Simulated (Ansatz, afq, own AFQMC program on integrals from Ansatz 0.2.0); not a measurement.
**Where AFQMC and coupled cluster stand for BSiH4, doublet**

```xyz
6

Si    0.0000    0.0000    0.5624
B     0.0000    0.0000   -1.3599
H     0.0000    1.2187    1.4093
H     0.0000   -1.2187    1.4093
H     0.0000    1.0370   -1.9521
H     0.0000   -1.0370   -1.9521
```

Connectivity, by distances: SiH2–BH2.

Basis 6-31G. Only valence electrons are correlated. Ansatz 0.2.0 and our own AFQMC program on the same integrals; the CISD trial comes from CCSD amplitudes, and released means the phaseless constraint is let go. Free AFQMC starts from the CCSD state and is never constrained. Its projection time is finite, and what remains of the start isn't in its error. Uncertainties: one standard error, sampling alone.

Determinant: UHF, the one that the program's search chose, which needn't be the lowest solution. The geometry is a point of a scan.

No full CI on the walks' own integrals is used here; CCSDT(Q) serves as the reference and is uncertain by about the last step of the cluster series.

The T1 diagnostic is 0.0165, the weight of the determinant in the CISD state is 0.913 and the ⟨S²⟩ of the determinant is 0.760. The size of the correlated space is 11 electrons in 24 orbitals.

| level | correlation energy (eV) |
| --- | --- |
| MP2 | -2.6653 |
| CCSD | -3.4898 |
| CCSD(T) | -3.5569 |

(1) Estimate where AFQMC with the constraint released lies against CCSD(T) on the same integrals.

(1) 2.5 ± 0.6 kJ/mol below CCSD(T).

Reference: CCSDT(Q), correlation energy -3.578 eV. The released energy is read at 2.40 1/Eh (meV from the phaseless value at times in 1/Eh: -4 ± 6 at 0.24, -4 ± 6 at 0.51, -10 ± 5 at 0.99, -10 ± 4 at 1.62, -13 ± 6 at 2.40).

```csv
level,E − E(reference) (kJ/mol),share of correlation (%)
CCSD(T),2.0,99.41
CCSDT,0.2,99.95
ph-AFQMC/HF,-0.8 ± 2.2,100.23
ph-AFQMC/CISD,0.7 ± 0.6,99.79
released AFQMC,-0.5 ± 0.6,100.14
free AFQMC,0.6 ± 0.6,99.83
```

Free projections are given only where their last times agree within the noise and don't stop above the reference; a slow remainder of the start can still hide under it. A walk keeps the symmetry of its determinant, which the program's search chose and which needn't be the lowest solution, so a lower state of the same spin and another symmetry isn't excluded. Released energies are given only where the last usable release times agree within the noise; a slower fall can still hide under it.
